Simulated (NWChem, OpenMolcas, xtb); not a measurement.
C2F2 (SMILES FC#CF): methods side by side

C2F2: 4 atoms, total charge 0, spin state singlet. SMILES: `FC#CF`. Geometry: relaxed at PBE0-D4/def2-TZVP.

Each level gives the vertical energy of the triplet above the singlet (eV). The values are calculated.

```tsv
level	kind	program	value (eV)	CPU time (all runs)
GFN1-xTB	semi-empirical	xtb	7.56	under 2 s
HF/cc-pVTZ	Hartree–Fock	OpenMolcas	6.96	64 s
SVWN5/cc-pVTZ	LDA	OpenMolcas	6.27	2.1 min
PBE/cc-pVTZ	GGA	OpenMolcas	6.02	2.4 min
r2SCAN/cc-pVTZ	meta-GGA	OpenMolcas	6.00	7 min
M06-2X/cc-pVTZ	hybrid meta-GGA	NWChem	6.93	89 s
PBE0/cc-pVTZ	global hybrid	OpenMolcas	6.37	1.9 min
wB97X/cc-pVTZ	range-separated hybrid	NWChem	6.69	5.4 min
B2PLYP/cc-pVTZ	double hybrid	NWChem	6.58	71 s
MP2/cc-pVTZ	perturbation theory	NWChem	6.97	2.1 min
```

The values span 6.00 to 7.56 eV. The xTB rows lack spin polarisation, so open shells miss the exchange term that lowers them. Times are those of the runs behind each value, whatever else they computed, on shared processors of several kinds: orders of magnitude only.
